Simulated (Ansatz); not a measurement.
For α-phase B, LDA in Ansatz (PAW) gives:

```
Quantity                              Result
------------------------------  ------------
equilibrium lattice constant a       4.841 Å
c axis length                       12.393 Å
cohesive energy                 7.15 eV/atom
band gap                             1.38 eV
```

Question: What does HSE06 in Ansatz (PAW) give for the same quantities?

Answer: 
- lattice constant a: 4.878 Å (rises by 0.8 %)
- lattice parameter c: 12.495 Å (goes up by 0.8 %)
- cohesive energy: 6.21 eV/atom (decreases by 0.94 eV/atom)
- band gap: 2.04 eV (rises by 0.66 eV)

For comparison: band gap 2.15 ± 0.02 eV (measured, temperature not stated, no zero-point or thermal correction, EELS, this work, sources range from 2.00 to 2.40; as tabulated in Parakhonskiy et al. (2011), doi:10.1038/srep00096).

Changes are worked out from the printed values.

Unless a cell is named, each level is at its own relaxed cell (LDA 6.99, HSE06 7.15 Å³/atom).

Density-functional gaps are differences of (generalised) Kohn–Sham levels.

Ansatz's density-functional and Hartree–Fock values are scalar-relativistic unless marked +SOC, with PAW data made under PBE.

Ansatz is a first-principles code.
